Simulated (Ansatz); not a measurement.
Results of revPBE in Ansatz (PAW) for rock-salt ZrC.

Run with plane-wave cutoff 520 eV, 24×24×24 k mesh, Fermi–Dirac smearing 0.057 eV (set by the program), scalar-relativistic PAW data made under PBE.

Computed at the level's own relaxed cell.

Hill averages of the elastic tensor: K = 215.2 GPa, G = 158.1 GPa. Volume 13.195 Å³/atom, mean atomic mass 51.617 u.

Problem. Work out the density, the sound velocities of a polycrystal and the elastic Debye temperature, and Pugh's ratio at this level.

Solution. ρ = 1.66054 × 51.617/13.195 = 6.496 g/cm³. v_l = √[(K + 4G/3)/ρ] = 8.098 km/s and v_t = √(G/ρ) = 4.933 km/s. The mean follows from 3/v_m³ = 1/v_l³ + 2/v_t³: v_m = 5.449 km/s. Θ_D = (ħ/k_B) v_m (6π²/V)^(1/3) = 76.38 K Å s/km × 5.449 × 1.6495 Å⁻¹ = 687 K, counting all atoms of the cell. K/G = 1.36, to be set beside Pugh's rough bound of 1.75 between brittle and ductile metals.

Ansatz is a first-principles code.
